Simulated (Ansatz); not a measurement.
**C₄H₇FS: up Jacob's ladder to CCSD(T)**

The task here is to estimate one member of a computed series from the others.

The runs use Ansatz 0.2.0, Gaussian basis; functionals in def2-TZVPP, the program's frozen cores in correlated methods.

The runs, in order: PBE-D4, r2SCAN-D4, PBE0-D4, B3LYP-D4, ωB97X-V, ωB97M-V, B2PLYP; CCSD(T)/def2-TZVPP; MP2/def2-QZVPP; extrapolation to the limit.

### The relaxed structure

The geometry comes from an earlier relaxation with PBE0-D4 in a triple-zeta def2 set; it is a stationary point, not always the lowest conformer.

SMILES `C/C=C(\F)CS`, 13 atoms, charge 0, spin multiplicity 1.

Atoms are counted from 1 here; the program's logs count them from 0.

Bond lengths: C1–C2 1.488 Å, C1–H7 1.089 Å, C1–H8 1.094 Å, C1–H9 1.094 Å, C2–C3 1.324 Å, C2–H10 1.085 Å, C3–F4 1.350 Å, C3–C5 1.479 Å, C5–S6 1.822 Å, C5–H11 1.090 Å, C5–H12 1.092 Å, S6–H13 1.342 Å. Angles: C2–C1–H7 111.5°, C2–C1–H8 110.8°, C2–C1–H9 111.0°, H7–C1–H8 108.2°, H7–C1–H9 108.3°, H8–C1–H9 106.9°, C1–C2–C3 125.5°, C1–C2–H10 118.4°, C3–C2–H10 116.1°, C2–C3–F4 120.3°, C2–C3–C5 127.7°, F4–C3–C5 112.0°, C3–C5–S6 113.6°, C3–C5–H11 109.7°, C3–C5–H12 110.7°, S6–C5–H11 105.6°, S6–C5–H12 108.9°, H11–C5–H12 108.2° and more.

Set-up of the first run:

File in.yaml:

```yaml
crystal:
  periodic: [false, false, false]
  atoms:
    - {symbol: C, position_ang: [-1.450451, 0.953205, -1.340582]}
    - {symbol: C, position_ang: [-0.127410, 0.531962, -0.806448]}
    - {symbol: C, position_ang: [0.065920, -0.356608, 0.155536]}
    - {symbol: F, position_ang: [-0.986610, -0.971604, 0.736042]}
    - {symbol: C, position_ang: [1.353985, -0.809252, 0.723780]}
    - {symbol: S, position_ang: [1.597757, -0.320670, 2.461555]}
    - {symbol: H, position_ang: [-2.266499, 0.425873, -0.847779]}
    - {symbol: H, position_ang: [-1.601650, 2.027586, -1.198800]}
    - {symbol: H, position_ang: [-1.517143, 0.762377, -2.415743]}
    - {symbol: H, position_ang: [0.765009, 0.986148, -1.223513]}
    - {symbol: H, position_ang: [2.177424, -0.354245, 0.173990]}
    - {symbol: H, position_ang: [1.450121, -1.894409, 0.644193]}
    - {symbol: H, position_ang: [0.560047, -1.015162, 2.952468]}
basis:
  gaussian: {orbitals: def2-TZVPP}
hamiltonian: {xc: pbe, dispersion: d4}
output: {forces: true, orbitals: {seedname: orbitals}}
```

The run is started by

```console
ansatz run in.yaml --threads 2 --pin off --events-out ev --progress --plain --max-ram 22528MiB --backend cuda --devices 0, --max-vram 18GiB
```

Steps of the session up to this table: PBE-D4 (GGA); r2SCAN-D4 (meta-GGA); PBE0-D4 (hybrid); B3LYP-D4 (hybrid); ωB97X-V (range-separated); ωB97M-V (range-separated); B2PLYP (double hybrid); CCSD(T) in def2-TZVPP; MP2 in def2-QZVPP.

One of the session's tables, all rows but one given; the rest of the session is left out.

```
            method  atomisation energy (eV)
            PBE-D4                   54.711
         r2SCAN-D4                   53.431
           PBE0-D4                   53.670
          B3LYP-D4                   53.168
           ωB97X-V                        ?
           ωB97M-V                   53.395
            B2PLYP                   52.611
     HF/def2-TZVPP                   38.838
    MP2/def2-TZVPP                   52.755
   CCSD/def2-TZVPP                   50.961
CCSD(T)/def2-TZVPP                   51.812
           MP2/CBS                   54.047
       CCSD(T)/CBS                   53.104
```

Estimate the missing values for ωB97X-V.

The run gave: atomisation energy (eV): 53.283. In the column «atomisation energy (eV)» it lies between B3LYP-D4 (53.168) and ωB97M-V (53.395).
